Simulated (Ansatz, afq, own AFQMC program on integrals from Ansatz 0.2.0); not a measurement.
# CHGe, quartet: AFQMC among the cluster methods

```
atom   x (Å)    y (Å)    z (Å)
  Ge  0.0000   0.0929   4.7958
   C  0.0000  -0.4248  -2.0005
   H  0.0000   0.3319  -2.7953
```

Connectivity, by distances: Ge ··· CH.

Basis cc-pVDZ. Noble-gas cores (and the filled d shells of Ga–Kr and In–Xe) are frozen. Integrals, coupled cluster, full CI and functionals: Ansatz 0.2.0; the random walks run on the same integrals in our own AFQMC program. The CISD trial takes its coefficients from CCSD amplitudes. Released means that phaseless walkers are propagated on without the constraint, phases kept. Uncertainties: one standard error, sampling alone. No spin–orbit coupling.

Determinant: UHF, the one that the program's search chose, which needn't be the lowest solution. The geometry is a point of a scan.

No full CI on the walks' own integrals is used here; CCSDT(Q) serves as the reference and is uncertain by about the last step of the cluster series.

Cautions: no relativity below Rb; no spin-orbit coupling; inner d shell frozen; lower spins were not checked; an unrestricted solution with more broken spin lies lower (92 meV, ⟨S²⟩ 4.10).

```
T1 diagnostic                               : 0.0089
weight of the determinant in the CISD state : 0.892
⟨S²⟩ of the determinant                     : 3.766
size of the correlated space                : 9 electrons in 31 orbitals
```

Reference: CCSDT(Q), correlation energy -4.473 eV. The released energy is read at 2.40 1/Eh (meV from the phaseless value at times in 1/Eh: -1 ± 8 at 0.24, -2 ± 8 at 0.51, -23 ± 11 at 0.99, -12 ± 11 at 1.62, -22 ± 16 at 2.40).

```json
{"level": "HF", "E − E(reference) (kJ/mol)": "431.6", "share of correlation (%)": "0.00"}
{"level": "MP2", "E − E(reference) (kJ/mol)": "118.5", "share of correlation (%)": "72.54"}
{"level": "CCSD", "E − E(reference) (kJ/mol)": "8.8", "share of correlation (%)": "97.96"}
{"level": "CCSD(T)", "E − E(reference) (kJ/mol)": "2.3", "share of correlation (%)": "99.48"}
{"level": "CCSDT", "E − E(reference) (kJ/mol)": "0.2", "share of correlation (%)": "99.95"}
{"level": "ph-AFQMC/HF", "E − E(reference) (kJ/mol)": "8.4 ± 5.0", "share of correlation (%)": "98.05"}
{"level": "ph-AFQMC/CISD", "E − E(reference) (kJ/mol)": "1.1 ± 0.9", "share of correlation (%)": "99.75"}
{"level": "released AFQMC", "E − E(reference) (kJ/mol)": "-1.0 ± 1.5", "share of correlation (%)": "100.23"}
```

A walk keeps the symmetry of its determinant, which the program's search chose and which needn't be the lowest solution, so a lower state of the same spin and another symmetry isn't excluded. Released energies are given only where the last usable release times agree within the noise; a slower fall can still hide under it.
